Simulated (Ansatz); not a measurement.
`[SiH3][AlH][Cl]`, relaxed with RKS PBE0-D4/def2-TZVP in the Gaussian-basis code of Ansatz from a PBE-D4/def2-SVP geometry. The force threshold is 0.005 eV/Å; the program also tests the step.

Charge 0, multiplicity 1.

Start:

```xyz
7

Si   -0.877    0.245   -0.618
Al    1.161   -0.376    0.601
Cl    1.262    0.115    2.667
H    -1.107    1.734   -0.566
H    -2.086   -0.426   -0.016
H    -0.788   -0.166   -2.066
H     2.435   -1.125   -0.001
```

| step | energy (eV) | largest force (eV/Å) | largest move (Å) |
| --- | --- | --- | --- |
| 1 | -27054.1191 | 0.289 | 0.000 |
| 2 | -27054.1336 | 0.077 | 0.029 |
| 3 | -27054.1345 | 0.010 | 0.011 |
| 4 | -27054.1347 | 0.014 | 0.013 |
| 5 | -27054.1347 | 0.007 | 0.015 |
| 6 | -27054.1347 | 0.001 | 0.004 |

End:

```xyz
7

Si   -0.871    0.239   -0.620
Al    1.163   -0.382    0.589
Cl    1.223    0.125    2.630
H    -1.082    1.712   -0.549
H    -2.056   -0.422   -0.006
H    -0.813   -0.152   -2.056
H     2.437   -1.120    0.013
```

Run time 20 s (2 threads of a server CPU on a shared host); peak host memory 0.28 GiB.
